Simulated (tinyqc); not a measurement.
Worked calculation: LCCD on RHF in the sto-6g basis, for H2O, spin multiplicity 1. One step of it, computed by the program tinyqc.

Problem. Iteration 1: building the Fock matrix. J_ij = sum D_kl (ij|kl), K_ij = sum D_kl (ik|jl); F = H + J - 0.5 K; E = tr D H + tr D J / 2 - 0.25 tr D K + E_nn.

D at the start, lower triangle:
```
            1O 1s      1O 2s    1O 2px     1O 2py     1O 2pz     2H 1s     3H 1s
1O 1s    2.123024
1O 2s   -0.553831   2.484288
1O 2px   0.000000   0.000000  2.000000
1O 2py   0.000000   0.000000  0.000000   2.204473
1O 2pz  -0.041344   0.246689  0.000000   0.000000   2.160614
2H 1s    0.066877  -0.290405  0.000000  -0.265652  -0.216810  0.082507
3H 1s    0.066877  -0.290405  0.000000   0.265652  -0.216810  0.018482  0.082507
```

core Hamiltonian H = T + V (hartree), lower triangle:
```
             1O 1s      1O 2s     1O 2px     1O 2py     1O 2pz      2H 1s      3H 1s
1O 1s   -32.881995
1O 2s    -7.267096  -9.103751
1O 2px    0.000000   0.000000  -7.356198
1O 2py    0.000000   0.000000   0.000000  -7.445443
1O 2pz   -0.017025  -0.197202   0.000000   0.000000  -7.442323
2H 1s    -1.225900  -2.851333   0.000000  -1.487706  -1.522065  -4.532380
3H 1s    -1.225900  -2.851333   0.000000   1.487706  -1.522065  -1.284982  -4.532380
```

Two-electron integrals (ij|kl) in chemists' order, unique and non-zero (hartree):
```
(11|11) 4.787491    (21|11) 0.675884    (21|21) 0.121505    (22|11) 1.117379
(22|21) 0.249212    (22|22) 0.817383    (31|31) 0.025762    (32|31) 0.039145
(32|32) 0.180664    (33|11) 1.117381    (33|21) 0.249212    (33|22) 0.817382
(33|33) 0.880663    (41|41) 0.025762    (42|41) 0.039145    (42|42) 0.180664
(43|43) 0.047461    (44|11) 1.117381    (44|21) 0.249212    (44|22) 0.817382
(44|33) 0.785741    (44|44) 0.880663    (51|51) 0.025762    (52|51) 0.039145
(52|52) 0.180664    (53|53) 0.047461    (54|54) 0.047461    (55|11) 1.117381
(55|21) 0.249212    (55|22) 0.817382    (55|33) 0.785741    (55|44) 0.785741
(55|55) 0.880663    (61|11) 0.120550    (61|21) 0.020781    (61|22) 0.041724
(61|33) 0.041635    (61|41) 0.000727    (61|42) 0.001424    (61|44) 0.041771
(61|51) 0.000714    (61|52) 0.001399    (61|54) 0.000133    (61|55) 0.041766
(61|61) 0.003623    (62|11) 0.306549    (62|21) 0.069393    (62|22) 0.253713
(62|33) 0.249411    (62|41) 0.003977    (62|42) 0.029940    (62|44) 0.255978
(62|51) 0.003907    (62|52) 0.029412    (62|54) 0.006451    (62|55) 0.255748
(62|61) 0.011946    (62|62) 0.100012    (63|31) 0.007530    (63|32) 0.042980
(63|43) 0.006109    (63|53) 0.006002    (63|63) 0.013767    (64|11) 0.162536
(64|21) 0.037300    (64|22) 0.145415    (64|33) 0.138969    (64|41) 0.009375
(64|42) 0.058977    (64|44) 0.154810    (64|51) 0.001813    (64|52) 0.015716
(64|54) 0.009560    (64|55) 0.142465    (64|61) 0.006699    (64|62) 0.069671
(64|64) 0.061719    (65|11) 0.159670    (65|21) 0.036642    (65|22) 0.142851
(65|33) 0.136519    (65|41) 0.001813    (65|42) 0.015716    (65|44) 0.140077
(65|51) 0.009310    (65|52) 0.058418    (65|54) 0.009605    (65|55) 0.151956
(65|61) 0.006581    (65|62) 0.068443    (65|64) 0.047107    (65|65) 0.060043
(66|11) 0.465767    (66|21) 0.107395    (66|22) 0.450406    (66|33) 0.432929
(66|41) 0.007607    (66|42) 0.079386    (66|44) 0.459609    (66|51) 0.007473
(66|52) 0.077987    (66|54) 0.026210    (66|55) 0.458677    (66|61) 0.018651
(66|62) 0.230362    (66|64) 0.182922    (66|65) 0.179697    (66|66) 0.774999
(71|11) 0.120550    (71|21) 0.020781    (71|22) 0.041724    (71|33) 0.041635
(71|41) -0.000727   (71|42) -0.001424   (71|44) 0.041771    (71|51) 0.000714
(71|52) 0.001399    (71|54) -0.000133   (71|55) 0.041766    (71|61) 0.003578
(71|62) 0.011610    (71|64) 0.005950    (71|65) 0.006399    (71|66) 0.017961
(71|71) 0.003623    (72|11) 0.306549    (72|21) 0.069393    (72|22) 0.253713
(72|33) 0.249411    (72|41) -0.003977   (72|42) -0.029940   (72|44) 0.255978
(72|51) 0.003907    (72|52) 0.029412    (72|54) -0.006451   (72|55) 0.255748
(72|61) 0.011610    (72|62) 0.082348    (72|64) 0.039526    (72|65) 0.054969
(72|66) 0.156416    (72|71) 0.011946    (72|72) 0.100012    (73|31) 0.007530
(73|32) 0.042980    (73|43) -0.006109   (73|53) 0.006002    (73|63) 0.011020
(73|73) 0.013767    (74|11) -0.162536   (74|21) -0.037300   (74|22) -0.145415
(74|33) -0.138969   (74|41) 0.009375    (74|42) 0.058977    (74|44) -0.154810
(74|51) -0.001813   (74|52) -0.015716   (74|54) 0.009560    (74|55) -0.142465
(74|61) -0.005950   (74|62) -0.039526   (74|64) -0.008412   (74|65) -0.025821
(74|66) -0.067159   (74|71) -0.006699   (74|72) -0.069671   (74|74) 0.061719
(75|11) 0.159670    (75|21) 0.036642    (75|22) 0.142851    (75|33) 0.136519
(75|41) -0.001813   (75|42) -0.015716   (75|44) 0.140077    (75|51) 0.009310
(75|52) 0.058418    (75|54) -0.009605   (75|55) 0.151956    (75|61) 0.006399
(75|62) 0.054969    (75|64) 0.025821    (75|65) 0.047102    (75|66) 0.114267
(75|71) 0.006581    (75|72) 0.068443    (75|74) -0.047107   (75|75) 0.060043
(76|11) 0.125088    (76|21) 0.028669    (76|22) 0.115162    (76|33) 0.112140
(76|44) 0.113881    (76|51) 0.002416    (76|52) 0.022268    (76|55) 0.119466
(76|61) 0.004901    (76|62) 0.047046    (76|64) 0.028293    (76|65) 0.036188
(76|66) 0.117972    (76|71) 0.004901    (76|72) 0.047046    (76|74) -0.028293
(76|75) 0.036188    (76|76) 0.028386    (77|11) 0.465767    (77|21) 0.107395
(77|22) 0.450406    (77|33) 0.432929    (77|41) -0.007607   (77|42) -0.079386
(77|44) 0.459609    (77|51) 0.007473    (77|52) 0.077987    (77|54) -0.026210
(77|55) 0.458677    (77|61) 0.017961    (77|62) 0.156416    (77|64) 0.067159
(77|65) 0.114267    (77|66) 0.328336    (77|71) 0.018651    (77|72) 0.230362
(77|74) -0.182922   (77|75) 0.179697    (77|76) 0.117972    (77|77) 0.774999
```

nuclear repulsion = 7.94024887 hartree

Give: Coulomb J; exchange K; Fock matrix F; total energy of this density.

Solution.

Coulomb J (hartree), lower triangle:
```
          1O 1s    1O 2s  1O 2px   1O 2py  1O 2pz   2H 1s   3H 1s
1O 1s   18.7499
1O 2s    3.3780   8.8461
1O 2px   0.0000   0.0000  8.8489
1O 2py   0.0000   0.0000  0.0000   8.8453
1O 2pz   0.0042  -0.0016  0.0000   0.0000  8.8442
2H 1s    0.5809   2.6535  0.0000   1.4907  1.4619  4.5121
3H 1s    0.5809   2.6535  0.0000  -1.4907  1.4619  1.1699  4.5121
```

exchange K (hartree), lower triangle:
```
         1O 1s   1O 2s  1O 2px   1O 2py  1O 2pz   2H 1s   3H 1s
1O 1s   9.8886
1O 2s   1.5935  2.8485
1O 2px  0.0000  0.0000  2.3717
1O 2py  0.0000  0.0000  0.0000   2.3701
1O 2pz  0.0014  0.0050  0.0000   0.0000  2.3668
2H 1s   0.2951  0.7385  0.0000   0.3126  0.3044  0.3064
3H 1s   0.2951  0.7385  0.0000  -0.3126  0.3044  0.1975  0.3064
```

Fock matrix F (hartree), lower triangle:
```
           1O 1s    1O 2s  1O 2px   1O 2py   1O 2pz    2H 1s    3H 1s
1O 1s   -19.0764
1O 2s    -4.6858  -1.6819
1O 2px    0.0000   0.0000  0.3068
1O 2py    0.0000   0.0000  0.0000   0.2148
1O 2pz   -0.0136  -0.2013  0.0000   0.0000   0.2185
2H 1s    -0.7925  -0.5671  0.0000  -0.1533  -0.2123  -0.1735
3H 1s    -0.7925  -0.5671  0.0000   0.1533  -0.2123  -0.2139  -0.1735
```

total energy of this density = -73.988432 hartree
